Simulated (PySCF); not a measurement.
Species: cyclopentene, C5H8.
Geometry (PBE0-D3(BJ)/def2-SVP, Å), atoms numbered from 1 in this order:
```xyz
13
C5H8 angstrom
C     -0.9188    0.9816   -0.1785
C      0.3796    1.2954   -0.1333
C      1.2462    0.0721   -0.0151
C      0.2380   -1.0351    0.3456
C     -1.1379   -0.5040   -0.0983
H     -1.7324    1.7006   -0.3050
H      0.7822    2.3082   -0.2175
H      2.0452    0.1795    0.7369
H      1.7574   -0.1280   -0.9758
H      0.2342   -1.1769    1.4379
H      0.4886   -2.0072   -0.1034
H     -1.4368   -0.8996   -1.0874
H     -1.9456   -0.7847    0.5975
```

NICS is the negative of the GIAO shielding at a point without a nucleus: at the ring centre (0) and 1 Å above and below it (1); zz is the component along the ring normal. Level: GIAO B97-2/pcSseg-2 (PySCF, non-relativistic, gas phase) on the PBE0-D3(BJ)/def2-SVP geometry, one conformer.

Ring bond lengths (Å): C1–C2 1.337, C2–C3 1.504, C3–C4 1.540, C4–C5 1.540, C5–C1 1.504.

Task: What do the NICS probes read (ppm)?

Result: 
```json
{"ring": "C1–C2–C3–C4–C5", "type": "5-membered carbocycle; formal bonds 1 double, 4 single", "NICS(0)": "-3.0", "NICS(1), two faces": "-3.2 / -2.1", "NICS(1)zz, two faces": "-4.3 / -3.0", "rms pucker (Å)": "0.10", "centre to ring atoms, mean (Å)": "1.26"}
```

Task: What do they say, and how far can they be read as aromaticity?

Result: 
- C1–C2–C3–C4–C5: mean NICS(1)zz -3.7 ppm, shielded. C3, C4, C5 have four or more neighbours, and the NICS criterion for π rings isn't applied.

Task: Give the inner angles of the rings.

Result: 
- C1–C2–C3–C4–C5: C1 111.8°, C2 111.8°, C3 103.1°, C4 105.6°, C5 103.1°; sum 535.4° against 540° for a flat convex ring.

Task: What are the shieldings of the ring atoms and their hydrogens in the same run (means over atoms taken as equivalent)?

Result: 
| atoms | environment | σ isotropic (ppm) | principal values of the symmetric part, first atom (ppm) |
| --- | --- | --- | --- |
| C1 (×2) | alkene CH carbon | 42.8 | -68.5, 58.7, 138.1 |
| C3 (×2) | allylic carbon | 146.5 | 125.3, 148.6, 165.4 |
| C4 | ring CH2 carbon | 156.2 | 131.5, 168.3, 168.8 |
| H6 (×2) | vinylic hydrogen | 25.34 | 24.2, 24.6, 27.2 |
| H8 (×4) | methylene hydrogen | 28.93 | 24.9, 27.1, 34.8 |
| H10 (×2) | methylene hydrogen | 29.50 | 24.1, 28.5, 36.3 |

Task: How do the values depend on the level or the medium?

Result: 
```csv
level,"NICS(0), C1–C2–C3–C4–C5","mean NICS(1)zz, C1–C2–C3–C4–C5"
"B97-2/pcSseg-2, gas",-3.0,-3.7
"PBE0/pcSseg-1, gas",-2.9,-3.9
"B3LYP/pcSseg-2, gas",-2.8,-3.6
"B97-D/pcSseg-2, gas",-2.9,-3.6
"BLYP/pcSseg-2, gas",-2.7,-3.6
"BP86/pcSseg-2, gas",-2.7,-3.6
"HF/pcSseg-2, gas",-3.3,-4.0
"KT2/pcSseg-2, gas",-3.3,-4.3
```

The geometry is the same throughout.
